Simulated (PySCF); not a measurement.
Geometries of 2 isomers of CH8BN, from PySCF, PBE0-D3(BJ)/def2-SVP geometry optimisation, gas phase. One conformer each, no zero-point energy, no frequencies.

**Question.** Which is lower in electronic energy at this level?
A.
```xyz
11
angstrom
C      1.142    0.636   -0.074
B      0.194   -0.659    0.067
N     -1.349   -0.119    0.258
H      2.186    0.317   -0.220
H      0.894    1.276   -0.942
H      1.144    1.286    0.822
H      0.400   -1.332    1.075
H      0.138   -1.357   -0.944
H     -2.001   -0.898    0.345
H     -1.433    0.461    1.094
H     -1.637    0.446   -0.542
```
B.
```xyz
11
angstrom
B      1.263    0.489   -0.099
N      0.061   -0.609   -0.050
C     -1.278   -0.041    0.132
H      2.288   -0.158   -0.285
H      0.988    1.236   -1.031
H      1.239    1.052    0.990
H      0.270   -1.267    0.703
H      0.099   -1.151   -0.914
H     -2.054   -0.819    0.181
H     -1.282    0.551    1.056
H     -1.485    0.637   -0.705
```

**Answer.** A. That is `C[BH2-][NH3+]`, 11.1 kcal/mol below the other.

| SMILES | atoms numbered as above | E (Eh) | relative (kcal/mol) | relative (kJ/mol) | dipole (D) |
| --- | --- | --- | --- | --- | --- |
| C[BH2-][NH3+] | [CH3:1][BH2-:2][NH3+:3] | -122.29393 | 0.0 | 0.0 | 5.36 |
| [BH3-][NH2+]C | [BH3-:1][NH2+:2][CH3:3] | -122.27629 | 11.1 | 46.3 | 5.60 |
